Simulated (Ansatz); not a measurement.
Geometry optimisation, UKS B3LYP/def2-mTZVP in Ansatz.

input.yaml

```yaml
crystal:
  periodic: [false, false, false]
  atoms:
    - { symbol: O, position_ang: [-1.104067, -0.301418, -0.013432] }
    - { symbol: C, position_ang: [-0.589934, -0.642868, -1.050801] }
    - { symbol: "N", position_ang: [1.080849, 0.793836, 1.072889] }
    - { symbol: H, position_ang: [0.488787, -0.516987, -1.22942] }
    - { symbol: H, position_ang: [-1.185663, -1.095602, -1.867361] }
    - { symbol: H, position_ang: [0.858387, 0.171059, 1.862247] }
    - { symbol: H, position_ang: [0.451641, 1.59198, 1.225878] }
magnetization:
  spin_polarized: true
  initial_magnetization: 1
basis:
  gaussian: { orbitals: def2-mTZVP }
hamiltonian:
  xc: b3lyp
relax:
  f_tol: 0.03
  max_steps: 50
```

Run as:

```bash
$ ansatz run input.yaml --threads 2 --pin off --max-ram 3072MiB --backend cpu --events-out ev --progress --plain --runs-dir out
```

**Question.** Where does it end, and by what steps?

**Answer.** The forces met the threshold. After 6 steps the energy has fallen by 0.014 eV; O1 moved furthest, 0.16 Å.

```json
{"step": "0", "energy less start (eV)": "0.0000", "largest force component (eV/Å)": "0.129", "accepted": "yes"}
{"step": "1", "energy less start (eV)": "-0.0062", "largest force component (eV/Å)": "0.339", "accepted": "yes"}
{"step": "2", "energy less start (eV)": "0.0023", "largest force component (eV/Å)": "0.590", "accepted": "no"}
{"step": "3", "energy less start (eV)": "-0.0102", "largest force component (eV/Å)": "0.197", "accepted": "yes"}
{"step": "4", "energy less start (eV)": "-0.0129", "largest force component (eV/Å)": "0.090", "accepted": "yes"}
{"step": "5", "energy less start (eV)": "-0.0133", "largest force component (eV/Å)": "0.147", "accepted": "yes"}
{"step": "6", "energy less start (eV)": "-0.0137", "largest force component (eV/Å)": "0.008", "accepted": "yes"}
```

```xyz
7
Properties=species:S:1:pos:R:3
O -1.243 -0.352 -0.081
C -0.639 -0.659 -1.079
N 1.168 0.819 1.132
H 0.438 -0.448 -1.194
H -1.140 -1.168 -1.924
H 0.894 0.194 1.903
H 0.523 1.615 1.242
```

Whether the end is a true minimum wasn't checked by a vibrational analysis.

Run time: 7.5 s on 2 threads of AMD EPYC 9R14 (Zen 4) (shared host), peak memory 0.17 GiB.
